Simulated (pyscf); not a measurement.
H₃Si–NH–SiH₂–Cl (SMILES [SiH3]N[SiH2]Cl) + H₂ (SMILES [H][H]) → H₂N–SiH₂–Cl (SMILES N[SiH2]Cl) + SiH₄ (SMILES [SiH4]), a four-centre exchange (singlet surface; N–Si, H–H broken, H–N, H–Si formed). PySCF, gas phase, ωB97X-D3(BJ)/def2-SVP geometries. Energies in kcal/mol from the separated reactants.

Small-basis levels: PySCF, no dispersion term, spherical d functions. AM1 to PM7: differences of heats of formation from MOPAC, which are fitted to 298 K values and so differ in kind from electronic energies by zero-point and thermal terms. Cost: rough CPU time at the saddle relative to B3LYP/6-31G*, from one job on a shared machine.

```tsv
level	barrier	reaction energy	cost
HF/3-21G	…	+7.5	0.05
SVWN5/6-31G*	38.8	+5.3	0.9
BP86/6-31G*	50.6	+4.0	1
PBE/6-31G*	48.5	+4.1	1
AM1	84.4	+16.3	under 0.02
PM6	75.1	+45.2	under 0.02
PM7	…	+55.3	under 0.02
ωB97M-D3(BJ)/def2-TZVP	…	+6.8	–
```

Problem. Complete the blanks.

Solution. 
- HF/3-21G, barrier: 72.1
- PM7, barrier: 103.8
- ωB97M-D3(BJ)/def2-TZVP, barrier: 53.4

Against the last row the barrier runs from -14.6 (SVWN5/6-31G*) to +50.4 kcal/mol (PM7). ωB97M-D3(BJ)/def2-TZVP has limits of its own. This is the saddle that the search found; another between the same sides may lie lower.
